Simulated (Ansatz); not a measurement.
System: fcc Cu. Method: PBE (Ansatz, an electronic-structure program, plane waves, PAW).

Numerical settings: plane-wave cutoff 520 eV, 18×18×18 k mesh, Fermi–Dirac smearing 0.1 eV, perturbation theory, force constants from a 6×6×6 q mesh, no spin polarisation, scalar-relativistic PAW data made under PBE.

Computed at the level's own relaxed cell. Harmonic vibrational thermodynamics at fixed volume:

```tsv
T (K)	S_vib (J/K per mol of atoms)	C_V (J/K per mol of atoms)	F_vib (eV/atom)
0	0.00	0.00	0.0301
100	…	…	…
200	…	…	…
300	…	…	…
400	…	…	…
600	…	…	…
1000	…	…	…
```

Fill in the missing entries.


- 100, S_vib (J/K per mol of atoms): 10.28
- 100, C_V (J/K per mol of atoms): 16.15
- 100, F_vib (eV/atom): 0.0265
- 200, S_vib (J/K per mol of atoms): 23.87
- 200, C_V (J/K per mol of atoms): 22.16
- 200, F_vib (eV/atom): 0.0083
- 300, S_vib (J/K per mol of atoms): 33.19
- 300, C_V (J/K per mol of atoms): 23.64
- 300, F_vib (eV/atom): -0.0215
- 400, S_vib (J/K per mol of atoms): 40.08
- 400, C_V (J/K per mol of atoms): 24.20
- 400, F_vib (eV/atom): -0.0596
- 600, S_vib (J/K per mol of atoms): 49.98
- 600, C_V (J/K per mol of atoms): 24.61
- 600, F_vib (eV/atom): -0.1536
- 1000, S_vib (J/K per mol of atoms): 62.62
- 1000, C_V (J/K per mol of atoms): 24.82
- 1000, F_vib (eV/atom): -0.3892

The crystal is taken as a harmonic solid at every temperature: melting, phase changes and thermal expansion are not seen, nor the electrons' share in a metal.
